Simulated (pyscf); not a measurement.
**Four-centre exchange: O=Cr(=O)(F)–F + water (H₂O) → O=Cr(=O)(OH)–F + hydrogen fluoride (HF)**

Gas phase, singlet surface, charge 0. Bonds broken: Cr2–F4, O6–H7. Bonds formed: Cr2–O6, F4–H7. Single points on ωB97X-D3(BJ)/def2-SVP structures (PySCF, gas phase).

Transition state (Å):

```xyz
8

O      1.2031     0.5040     0.7465
Cr    -0.2137     0.4220     0.1882
O     -0.8217     1.8042     0.2846
F     -1.7007    -0.9808    -0.1467
F      0.0699     0.1376    -1.4702
O     -0.9098    -0.4051     1.8091
H     -1.5564    -1.0079     0.9585
H     -0.2467    -0.8666     2.3395
```

One imaginary mode, 584i cm⁻¹; descent along it reached the two sides named, in the forms told below.

```csv
bond,change,reactant side (Å),saddle,product side
Cr2–F4,breaks,1.731,2.071,2.8
O6–H7,breaks,0.969,1.227,1.825
Cr2–O6,forms,2.351,1.948,1.752
F4–H7,forms,2.154,1.115,0.933
```

Electronic energies relative to the separated reactants (kJ/mol):

```tsv
level	barrier	reaction energy	reverse barrier
ωB97X-D3(BJ)/def2-TZVP	51.5	+8.9	42.7
PBE/def2-TZVP	43.0	+12.7	30.3
r²SCAN/def2-TZVP	39.7	+12.1	27.6
B3LYP-D3(BJ)/def2-TZVP	50.5	+7.9	42.6
PBE0-D3(BJ)/def2-TZVP	47.1	+6.7	40.4
M06-2X/def2-TZVP	42.8	+1.3	41.5
ωB97M-D3(BJ)/def2-TZVP	53.1	+9.3	43.7
```

With ωB97M-D3(BJ)/def2-TZVP energies and thermal terms (ideal gas, 1 atm, RRHO with modes under 100 cm⁻¹ raised to 100, one conformer, R ln 2 for chiral ones without a mode under 150 cm⁻¹), in kJ/mol:

```json
[
 {"T (K)": "298", "ΔH‡": "47.6", "ΔG‡": "93.6", "ΔH": "+7.3", "ΔG": "+7.0"},
 {"T (K)": "600", "ΔH‡": "47.8", "ΔG‡": "140.4", "ΔH": "+9.3", "ΔG": "+6.0"},
 {"T (K)": "900", "ΔH‡": "50.4", "ΔG‡": "186.3", "ΔH": "+11.4", "ΔG": "+3.9"},
 {"T (K)": "1200", "ΔH‡": "53.7", "ΔG‡": "231.1", "ΔH": "+13.1", "ΔG": "+1.1"}
]
```

On the reactant side the descent ends in a complex, 19.1 kJ/mol under the separated species and 70.6 kJ/mol under the saddle at ωB97X-D3(BJ)/def2-TZVP. One saddle was located; it need not be the lowest between these sides.
